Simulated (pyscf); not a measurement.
PySCF, gas phase, ωB97X-D3(BJ)/def2-SVP geometries. MP2 and CC: frozen core, UHF for open shells. ΔMP2 is the change of the MP2 total energy from the triple- to the quadruple-zeta basis.

### Question
HF (SMILES F) + HO–BH–F (SMILES OBF) -> F–BH–F (SMILES FBF) + H₂O (SMILES O)
Surface: singlet. Broken: F–H, B–O. Formed: B–F, H–O. Give ΔE‡ and ΔE from CCSD(T)/def2-TZVPP + ΔMP2(QZVPP), relative to the separated reactants.

### Answer
ΔE‡ = 0.68 eV, ΔE = -0.10 eV. Zero-point energy shifts the barrier by +0.03 eV. It is a four-centre exchange, with an imaginary mode of 975i cm⁻¹. On the reactant side the descent ends in a complex, 0.20 eV under the separated species and 0.78 eV under the saddle at ωB97X-D3(BJ)/def2-TZVP. On the product side the descent ends in an adduct with a B–O contact, 0.35 eV under the separated species and 1.04 eV under the saddle at ωB97X-D3(BJ)/def2-TZVP. What is counted as broken (B–O) persists as a longer contact in the product adduct; parting that adduct is a step of its own. At ωB97X-D3(BJ) the barrier from the zero used here is 0.58 eV. This is the saddle that the search found; another between the same sides may lie lower. The CCSD(T) − MP2 part came from Ansatz, without density fitting, on the same reference.
